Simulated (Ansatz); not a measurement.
System: trigonal Se. Method: PBEsol (Ansatz, an electronic-structure program, PAW).

Settings: plane-wave cutoff 520 eV, 12×12×8 k mesh (along the axes of the cell as run), perturbation theory, scalar-relativistic PAW data made under PBE.

Computed at the level's own relaxed cell.

```cif
data_Se3
_chemical_formula_sum 'Se3'
_space_group_name_H-M_alt 'P3121'
_space_group_IT_number 152
_space_group_name_Hall 'P 31 2"'
_cell_length_a 4.03838
_cell_length_b 4.03838
_cell_length_c 5.12145
_cell_angle_alpha 90.000
_cell_angle_beta 90.000
_cell_angle_gamma 120.000
loop_
_atom_site_label
_atom_site_type_symbol
_atom_site_symmetry_multiplicity
_atom_site_Wyckoff_symbol
_atom_site_fract_x
_atom_site_fract_y
_atom_site_fract_z
_atom_site_occupancy
Se1 Se 3 a 0.75128 0.75128 0.00000 1
```

Harmonic phonon frequencies (cm⁻¹; i marks an imaginary mode):

| q point | frequencies |
|---|---|
| Γ | 0 0 0 127 137 137 186 201 201 |
| M | 57 63 72 95 133 137 187 196 221 |
| K | 56 56 57 95 132 132 187 187 233 |
| A | 55 73 73 104 130 130 196 205 205 |
| L | 62 66 79 102 121 128 173 191 219 |
| H | 71 71 86 95 129 129 176 202 202 |

No imaginary mode appears at these points.

Note: the run warned that the k mesh is coarse for the response to a field; the cell comes from a level without a dispersion term, which matters for the spacing of layers, chains or molecules.
